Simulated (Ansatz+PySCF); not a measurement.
Values are calculated unless marked as measured or tabulated.
This PySCF input gave a total energy of -614.28268 hartree.

```python
from pyscf import gto, scf

mol = gto.M(atom="""
Na 0.000000 0.000000 0.000000
Cl 30.000000 0.000000 0.000000
""", basis='sto-3g', charge=0, spin=0)
mf = scf.UHF(mol)
mf.init_guess = '1e'
mf.kernel()
while True:  # follow internal instabilities
    mo, _, stable, _ = mf.stability(return_status=True)
    if stable: break
    mf.kernel(mf.make_rdm1(mo, mf.mo_occ))
print(mf.converged, mf.e_tot, mf.spin_square()[0])
```

(1) Write an input for Ansatz with the same method and basis set.

Results:

(1)

```yaml
crystal:
  periodic: [false, false, false]
  atoms:
    - { symbol: Na, position_ang: [0.0, 0.0, 0.0] }
    - { symbol: Cl, position_ang: [30.0, 0.0, 0.0] }
basis:
  gaussian: { orbitals: STO-3G }
magnetization:
  spin_polarized: true
hamiltonian:
  xc: hf
```

Ansatz (development build ahead of 0.2.0) gave -614.28268 hartree, 0.00 meV from the first.
